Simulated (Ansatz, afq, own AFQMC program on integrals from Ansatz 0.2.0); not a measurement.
## Where AFQMC and coupled cluster stand for C₂H, doublet

```yaml
atoms:
  - { symbol: C, position_ang: [0.0000, 0.0000, -0.0367] }
  - { symbol: C, position_ang: [0.0000, 0.0000, -0.9927] }
  - { symbol: H, position_ang: [0.0000, 0.0000, 1.0293] }
```

Connectivity, by distances: CH–C.

Basis 6-31G. Only valence electrons are correlated. Ansatz 0.2.0 and our own AFQMC program on the same integrals; the CISD trial comes from CCSD amplitudes, and released means the phaseless constraint is let go. Error bars are statistical, one sigma.

Determinant: ROHF, the one that the program's search chose, which needn't be the lowest solution. The geometry is a point of a scan.

Full CI on the same integrals is exact in this basis and with this determinant's frozen core.

* T1 diagnostic: 0.0190
* weight of the determinant in the CISD state: 0.923
* size of the correlated space: 9 electrons in 18 orbitals

Reference: full CI, correlation energy -4.210 eV. The released energy is read at 2.40 1/Eh (meV from the phaseless value at times in 1/Eh: -2.6 ± 1.9 at 0.24, -5.8 ± 1.5 at 0.51, -6.1 ± 1.8 at 0.99, -7.9 ± 1.7 at 1.62, -6.1 ± 1.6 at 2.40).

| level | E − E(reference) (kJ/mol) | share of correlation (%) |
| --- | --- | --- |
| HF | 406.2 | 0.00 |
| MP2 | 58.2 | 85.67 |
| CCSD | 9.9 | 97.56 |
| CCSD(T) | 1.8 | 99.54 |
| CCSDT | 1.1 | 99.73 |
| CCSDT(Q) | 0.1 | 99.98 |
| CCSDTQ | 0.1 | 99.98 |
| ph-AFQMC/CISD | 0.7 ± 0.2 | 99.82 |
| released AFQMC | 0.1 ± 0.2 | 99.97 |

CCSDT and higher add their correlation energy to the determinant of the CCSD(T) run, since their own runs factorise the integrals more tightly (a shift of under 2 meV). A walk keeps the symmetry of its determinant, which the program's search chose and which needn't be the lowest solution, so a lower state of the same spin and another symmetry isn't excluded. Released energies are given only where the last usable release times agree within the noise; a slower fall can still hide under it.
